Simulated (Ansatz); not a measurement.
Debugging a geometry optimisation of C5H7F, SMILES C=C=CCCF (Ansatz 0.2.0 through its Python package).

The script reads `c5h7f.xyz`:
```text
13

C     2.41790    0.60300    0.09280
C     1.36950   -0.05140   -0.31840
C     0.31710   -0.70680   -0.72970
C    -1.05850   -0.11830   -0.61950
C    -1.53310   -0.04920    0.83190
F    -0.78020    0.86640    1.54570
H     2.30760    1.40200    0.81300
H     3.39790    0.34720   -0.28600
H     0.45310   -1.65420   -1.23470
H    -1.76450   -0.75840   -1.19110
H    -1.07610    0.89680   -1.07280
H    -1.45460   -1.04790    1.31260
H    -2.59620    0.27070    0.85620
```

`opt.py`:
```python
"""Geometry optimisation of C5H7F."""

import warnings

import ansatz as az
import numpy as np
import pandas as pd

warnings.simplefilter("ignore", az.DeckWarning)

mol = az.Crystal.molecule_from_extxyz("c5h7f.xyz")

calc = (
    mol.calculation()
    .basis(gaussian="def2-SVP")
    .functional("pbe0")
    .kpoints(2, 2, 2)
)
symbols = [site.symbol for site in mol.cartesian_sites]
start = np.array([site.position_ang for site in mol.cartesian_sites], dtype=float)
def progress(event):
    if event["event"] == "relax_step":
        row = event["data"]
        print(f"step {row['step']:3d}  E = {row['lagrangian_ev']:.6f} eV  max force {row['allowed_force_max_ev_ang']:.4f} eV/A")


rep = calc.relax(force_tolerance=0.005, max_steps=30).session().plan().execute(on_event=progress).report
end = np.array(rep["positions_ang"])

print(f"E = {rep['free_energy_ev']:.6f} eV = {rep['free_energy_ev'] / 27.211386246:.7f} Ha")
print("converged:", rep["converged"], " doubts:", rep["published_state_doubts"] or "none")

print("bond        before    after (A)")
for i, j in [(0, 1), (0, 6), (0, 7), (1, 2), (2, 3), (2, 8), (3, 4), (3, 9), (3, 10), (4, 5), (4, 11), (4, 12)]:
    d0, d1 = (np.linalg.norm(xyz[i] - xyz[j]) for xyz in (start, end))
    print(f"{symbols[i]}{i}-{symbols[j]}{j}".ljust(10), f"{d0:8.4f} {d1:8.4f}")

charges = rep["charge_distribution"]
table = pd.DataFrame({"atom": symbols, "mulliken": charges["mulliken_charges_e"], "lowdin": charges["lowdin_charges_e"]})
print(table.round(3).to_string())
print("dipole (e A):", np.round(charges["dipole_moment_e_ang"], 4) + 0.0)
```

```console
$ python opt.py
Traceback (most recent call last):
  File "opt.py", line 27, in <module>
    rep = calc.relax(force_tolerance=0.005, max_steps=30).session().plan().execute(on_event=progress).report
          ~~~~~~~~~~~~~~~~~~~~~~~~~~~~~~~~~~~~~~~~~~~~~~~~~~~~~~~^^
  ...
ansatz.RefusalError: invalid value for `basis.gaussian`: such a run doesn't read kpoints; remove what it names
$ echo $?
1
```
(Library frames cut from the traceback.)

What is wrong, and how is it mended?

The fault: a molecule in a Gaussian basis takes no k-points. The cap on steps that the faulty run carried goes too. Mended:

`opt.py`:
```python
"""Geometry optimisation of C5H7F."""

import warnings

import ansatz as az
import numpy as np
import pandas as pd

warnings.simplefilter("ignore", az.DeckWarning)

mol = az.Crystal.molecule_from_extxyz("c5h7f.xyz")

calc = (
    mol.calculation()
    .basis(gaussian="def2-SVP")
    .functional("pbe0")
)
symbols = [site.symbol for site in mol.cartesian_sites]
start = np.array([site.position_ang for site in mol.cartesian_sites], dtype=float)
def progress(event):
    if event["event"] == "relax_step":
        row = event["data"]
        print(f"step {row['step']:3d}  E = {row['lagrangian_ev']:.6f} eV  max force {row['allowed_force_max_ev_ang']:.4f} eV/A")


rep = calc.relax(force_tolerance=0.005).session().plan().execute(on_event=progress).report
end = np.array(rep["positions_ang"])

print(f"E = {rep['free_energy_ev']:.6f} eV = {rep['free_energy_ev'] / 27.211386246:.7f} Ha")
print("converged:", rep["converged"], " doubts:", rep["published_state_doubts"] or "none")

print("bond        before    after (A)")
for i, j in [(0, 1), (0, 6), (0, 7), (1, 2), (2, 3), (2, 8), (3, 4), (3, 9), (3, 10), (4, 5), (4, 11), (4, 12)]:
    d0, d1 = (np.linalg.norm(xyz[i] - xyz[j]) for xyz in (start, end))
    print(f"{symbols[i]}{i}-{symbols[j]}{j}".ljust(10), f"{d0:8.4f} {d1:8.4f}")

charges = rep["charge_distribution"]
table = pd.DataFrame({"atom": symbols, "mulliken": charges["mulliken_charges_e"], "lowdin": charges["lowdin_charges_e"]})
print(table.round(3).to_string())
print("dipole (e A):", np.round(charges["dipole_moment_e_ang"], 4) + 0.0)
```

With that change:

Output of `python opt.py`:
```text
step   1  E = -7997.301874 eV  max force 1.4987 eV/A
step   2  E = -7998.130835 eV  max force 1.0881 eV/A
step   3  E = -7998.632444 eV  max force 0.7957 eV/A
step   4  E = -7998.918515 eV  max force 0.5781 eV/A
step   5  E = -7999.071853 eV  max force 0.5789 eV/A
step   6  E = -7999.090524 eV  max force 0.8858 eV/A
step   7  E = -7999.142265 eV  max force 0.2480 eV/A
step   8  E = -7999.016368 eV  max force 1.7730 eV/A
step   9  E = -7999.156868 eV  max force 0.1297 eV/A
step  10  E = -7999.159724 eV  max force 0.2601 eV/A
step  11  E = -7999.159900 eV  max force 0.2201 eV/A
step  12  E = -7999.160524 eV  max force 0.1521 eV/A
step  13  E = -7999.166840 eV  max force 0.0526 eV/A
step  14  E = -7999.168691 eV  max force 0.1629 eV/A
step  15  E = -7999.170071 eV  max force 0.1661 eV/A
step  16  E = -7999.170734 eV  max force 0.1810 eV/A
step  17  E = -7999.171783 eV  max force 0.1179 eV/A
step  18  E = -7999.173208 eV  max force 0.1092 eV/A
step  19  E = -7999.174023 eV  max force 0.1091 eV/A
step  20  E = -7999.175054 eV  max force 0.0964 eV/A
step  21  E = -7999.175656 eV  max force 0.0799 eV/A
step  22  E = -7999.176033 eV  max force 0.0717 eV/A
step  23  E = -7999.176453 eV  max force 0.0434 eV/A
step  24  E = -7999.176557 eV  max force 0.0276 eV/A
step  25  E = -7999.176298 eV  max force 0.0438 eV/A
step  26  E = -7999.176607 eV  max force 0.0113 eV/A
step  27  E = -7999.176607 eV  max force 0.0094 eV/A
step  28  E = -7999.176615 eV  max force 0.0052 eV/A
step  29  E = -7999.176616 eV  max force 0.0033 eV/A
E = -7999.176643 eV = -293.9643196 Ha
converged: True  doubts: none
bond        before    after (A)
C0-C1        1.3025   1.3080
C0-H6        1.0813   1.0955
C0-H7        1.0814   1.0955
C1-C2        1.3062   1.3100
C2-C3        1.5003   1.5033
C2-H8        1.0822   1.0993
C3-C4        1.5286   1.5145
C3-H9        1.1113   1.1053
C3-H10       1.1119   1.1009
C4-F5        1.3837   1.3702
C4-H11       1.1111   1.1053
C4-H12       1.1105   1.1041
   atom  mulliken  lowdin
0     C    -0.230  -0.027
1     C     0.138  -0.042
2     C    -0.215  -0.059
3     C    -0.061  -0.034
4     C     0.238   0.037
5     F    -0.278   0.018
6     H     0.086   0.029
7     H     0.082   0.027
8     H     0.065   0.034
9     H     0.055   0.026
10    H     0.058   0.021
11    H     0.029  -0.016
12    H     0.036  -0.014
dipole (e A): [-0.1383 -0.1211 -0.3076]
```

Total energies depend on the basis set; only differences at equal settings carry meaning. The end point is the stationary point reached from this start; no frequency run checks that it is a minimum, and the basis set is modest. The Löwdin charges here are taken after orthogonalising the functions within each atom; they differ from plain Löwdin charges, and their signs can be unphysical. Run time: 3 min on 1 thread of Arm Neoverse V2, with other jobs on the host, peak memory 0.39 GiB.

(Lines on the test bed's own set-up are left out of the output.)
